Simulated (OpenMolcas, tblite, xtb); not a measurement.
**A ladder of methods for BNH6O (SMILES [NH3+][BH2-]O)**

BNH6O has 9 atoms, charge 0, and is taken as a singlet. SMILES: `[NH3+][BH2-]O`. Geometry: relaxed at GFN2-xTB. This is one conformer, not always the lowest.

```jsonl
{"atom": "N", "x (Å)": "-0.5948", "y (Å)": "0.5884", "z (Å)": "-0.6426"}
{"atom": "B", "x (Å)": "0.4198", "y (Å)": "-0.6644", "z (Å)": "0.1349"}
{"atom": "O", "x (Å)": "1.0824", "y (Å)": "0.0309", "z (Å)": "1.1635"}
{"atom": "H", "x (Å)": "-0.9933", "y (Å)": "0.2230", "z (Å)": "-1.4975"}
{"atom": "H", "x (Å)": "0.0437", "y (Å)": "1.3496", "z (Å)": "-0.8372"}
{"atom": "H", "x (Å)": "-1.3216", "y (Å)": "0.8961", "z (Å)": "-0.0081"}
{"atom": "H", "x (Å)": "1.1482", "y (Å)": "-0.9533", "z (Å)": "-0.7552"}
{"atom": "H", "x (Å)": "-0.3936", "y (Å)": "-1.4808", "z (Å)": "0.4493"}
{"atom": "H", "x (Å)": "0.6092", "y (Å)": "0.0104", "z (Å)": "1.9928"}
```

Each level gives the dipole moment (D). The values are calculated.

```csv
level,kind,program,value (D),CPU time
GFN2-xTB,semi-empirical,tblite,5.54,under 2 s
GFN0-xTB,semi-empirical,xtb,5.81,under 2 s
GFN1-xTB,semi-empirical,xtb,5.72,under 2 s
HF/STO-3G,Hartree–Fock,OpenMolcas,5.27,1.6 s
HF/3-21G,Hartree–Fock,OpenMolcas,5.47,1.8 s
HF/def2-SVP,Hartree–Fock,OpenMolcas,5.12,4 s
HF/pcseg-1,Hartree–Fock,OpenMolcas,5.07,4.1 s
HF/def2-TZVP,Hartree–Fock,OpenMolcas,4.93,24 s
BLYP/def2-SVP,GGA,OpenMolcas,4.91,26 s
PBE/aug-cc-pVDZ,GGA,OpenMolcas,4.63,75 s
```

The values span 4.63 to 5.81 D. Sets without polarisation functions give poor dipoles. CPU times are rough (shared hosts, several kinds of processor): they show what a rung costs within a factor of a few.
